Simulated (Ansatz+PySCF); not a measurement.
The numbers below are computed, except where a source is named.
## PySCF 2.14.0 run

```python
from pyscf import gto, scf, cc

mol = gto.M(atom="""
C 0.000000 0.000000 -0.665510
C 0.000000 0.000000 0.665510
H 0.000000 -0.857940 -1.198380
H 0.000000 0.857940 -1.198380
H -0.857940 0.000000 1.198380
H 0.857940 0.000000 1.198380
""", basis='def2-svp', charge=0, spin=2)
mf = scf.UHF(mol)
mf.kernel()
mycc = cc.CCSD(mf, frozen=2).run()
et = mycc.ccsd_t()
print(mf.e_tot, mycc.e_corr, et, mycc.e_tot + et)
```

The script is written out from the run's settings.

Results

```
Converged               : yes
Reference energy        : -77.87544 hartree
CCSD correlation energy : -0.26626 hartree
Triples correction      : -0.00580 hartree
Total energy            : -78.14750 hartree
```

Caution: another spin multiplicity may lie lower.
